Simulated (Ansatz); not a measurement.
PBE exchange is replaced step by step with exact exchange (0 % is PBE, 25 % PBE0; no dispersion term), basis def2-TZVPD, Ansatz. System: the cluster Al3⁻. Charge -1, multiplicity 1. Geometry: r2SCAN-D4/def2-TZVPD.

Geometry of the singlet:

```xyz
3

Al   -1.350   -0.494    0.096
Al    1.085   -0.911   -0.266
Al    0.264    1.405    0.170
```

At PBE-D4/def2-TZVPD, PBE0-D4/def2-TZVPD the restricted singlet is unstable: a solution with broken spin symmetry lies lower. At PBE-D4/def2-TZVPD, PBE with 5 % exact exchange/def2-TZVPD, PBE with 10 % exact exchange/def2-TZVPD the highest occupied level of the charge -1 singlet lies above zero (up to 0.29 eV). Its loss leaves the charge 0 doublet, which lies 1.68 eV higher (vertical, at PBE-D4/def2-TZVPD), but this difference is unsure: the doublet is doubtful (geometry relaxed on an unsound state). The restricted singlet is unstable towards broken spin symmetry at other levels; at PBE with 5 % exact exchange/def2-TZVPD, PBE with 10 % exact exchange/def2-TZVPD, PBE with 15 % exact exchange/def2-TZVPD, PBE with 35 % exact exchange/def2-TZVPD and others this wasn't settled. The geometry of the singlet was relaxed on an unsound state (restricted singlet, unstable towards broken spin symmetry). The structure comes from a short search, and lower isomers may exist.

```tsv
exact exchange (%)	HOMO (eV)	LUMO (eV)	gap (eV)
0	0.29	0.93	0.64
5	0.17	1.04	0.87
10	0.04	1.15	1.10
15	-0.09	1.25	1.34
25	-0.34	1.47	1.81
35	-0.60	1.68	2.29
50	-1.01	2.01	3.01
```
